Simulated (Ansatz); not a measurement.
`C#CC(C)(C)F` + H₂O → `CC(C)(O)F` + `C#C` at 700 K and 1 bar (formal hydrolysis of a C–C bond).

Computed with Ansatz on PBE0-D4/def2-TZVP structures; ΔE is electronic, products minus reactants. CCSD(T)/CBS adds triple-zeta CCSD(T) − MP2 to the extrapolated MP2 energy (def2 sets, frozen cores). This one scheme is used for every species. One conformer a species, not always the lowest.

```
      species  CCSD(T)/CBS energy (Eh)  H − E (kJ/mol)  S (J/(mol·K))
`C#CC(C)(C)F`               -294.20488           359.7          464.7
          H₂O                -76.37941            80.5          218.4
  `CC(C)(O)F`               -293.35271           338.2          427.7
        `C#C`                -77.22717           102.1          244.4
```

H − E and S are ideal-gas, rigid-rotor, harmonic terms from PBE0-D4/def2-TZVP, for one conformer and one mirror image of each species. 1 Eh = 2625.50 kJ/mol, R = 8.31446 J/(mol·K).

Q: By hand: ΔE, ΔH, ΔS and ΔG.

A: ΔE = (-293.35271) + (-77.22717) − (-294.20488) − (-76.37941) = 0.00441 Eh = 11.6 kJ/mol. Δ(H − E) = 338.2 + 102.1 − 359.7 − 80.5 = 0.1, so ΔH = 11.7 kJ/mol. ΔS = 427.7 + 244.4 − 464.7 − 218.4 = -11.0 J/(mol·K). ΔG = 11.7 − 700 × (-11.0)/1000 = 19.4 kJ/mol.

Q: By hand: the equilibrium constant, and the temperature at which ΔG would vanish if ΔH and ΔS stayed fixed.

A: log₁₀ K = −ΔG/(RT ln 10) = -1.4. ΔH and −TΔS have one sign here, so there is no such temperature.

TΔS isn't small against ΔH here. A doubt of 5 kJ/mol in ΔE shifts log₁₀ K by 0.4 here. Other conformers and mirror images would add mixing entropy, several J/(mol·K) or more a flexible species. These are equilibria of isolated gas molecules and say nothing of rates. Largest T1 diagnostic: 0.013 (customary marks: 0.02 for closed shells, 0.045 for open ones).

ΔS is within the doubt of such terms, so its sign, and with it that verdict, could turn.
